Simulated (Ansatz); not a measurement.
The same path of AlH3O + H4Si (10 atoms, charge 0, multiplicity 1) was run twice with different band settings. Lost on the way: Si6–H10. Made: Al1–Si6, O2–H10.

Computed with Ansatz, RKS PBE0-D4/6-31G*.

Relaxed end points:

```xyz
10
Properties=species:S:1:pos:R:3
Al 0.059 -0.163 0.387
O -0.253 -1.287 1.651
H -1.164 -1.460 1.906
H 1.571 -0.030 -0.071
H -1.165 0.479 -0.417
Si 0.122 2.979 1.046
H 1.030 3.828 1.859
H 0.569 2.918 -0.366
H -1.284 3.438 1.154
H 0.201 1.594 1.630
```

```xyz
10
Properties=species:S:1:pos:R:3
Al 0.128 0.423 -0.007
O -0.148 -0.358 1.864
H -1.085 -0.374 2.110
H 1.570 -0.173 -0.358
H -1.194 -0.224 -0.643
Si 0.035 2.799 0.655
H 0.804 3.017 1.932
H 0.600 3.784 -0.319
H -1.348 3.284 0.979
H 0.323 0.119 2.566
```

Common settings: movable images 7; climbing image yes; optimiser quadratic models (default); start path through a guess of the saddle point; force threshold 0.03 eV/Å; iteration limit 60; end points relaxed.

| run | spring |
| --- | --- |
| 1 | 5.0 eV/Å² |
| 2 | 50.0 eV/Å² |

Q: What does each run give, and how far can it be trusted?

A: Run 1: converged after 28 iterations, highest image 1.326 eV above the first end. A vibrational analysis at the climbing image gives one clearly imaginary mode, 1309i cm⁻¹: a first-order saddle point.
Run 2: converged after 29 iterations, highest image 1.326 eV above the first end. Another band between the same ends (7 images) ends at a top of the same energy, where a vibrational analysis finds 1 clearly imaginary mode.
The orbitals stay closed-shell, which can raise the energy where a bond breaks towards radicals; this wasn't checked here.
